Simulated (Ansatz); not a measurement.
# Cobalt, hcp: convergence with Methfessel-Paxton smearing

Computed with Ansatz, PBE, scalar-relativistic PAW, on the relaxed cell (a = 2.494 Å, c = 4.028 Å (c/a = 1.615); ferromagnetic, net 1.61 μB per atom). Errors count from a run at 420 eV on a Γ-centred 24×24×13 mesh with Fermi-Dirac smearing of 0.05 eV, extrapolated to zero width. Fixed here: cutoff 420 eV, mesh 14×14×8.

| width (eV) | E(σ→0) error (meV/atom) | F error (meV/atom) | P (GPa) | sphere moment (μB) | SCF iterations |
| --- | --- | --- | --- | --- | --- |
| 0.01 | 3.2 | 3.2 | -0.02 | 1.67 | 19 |
| 0.03 | 3.2 | 3.2 | -0.03 | 1.67 | 21 |
| 0.2 | 3.1 | 2.9 | -0.13 | 1.66 | 15 |
| 0.3 | 2.4 | 2.7 | 0.07 | 1.68 | 15 |
| 0.6 | 3.8 | 16.0 | 0.71 | 1.75 | 13 |
| 1.0 | 34.0 | 53.2 | -0.09 | 1.70 | 16 |

**Question.** What does the run at 0.1 give (width)?

**Answer.** E(σ→0) error (meV/atom): 3.1; F error (meV/atom): 3.1; P (GPa): -0.24; sphere moment (μB): 1.66; SCF iterations: 15.
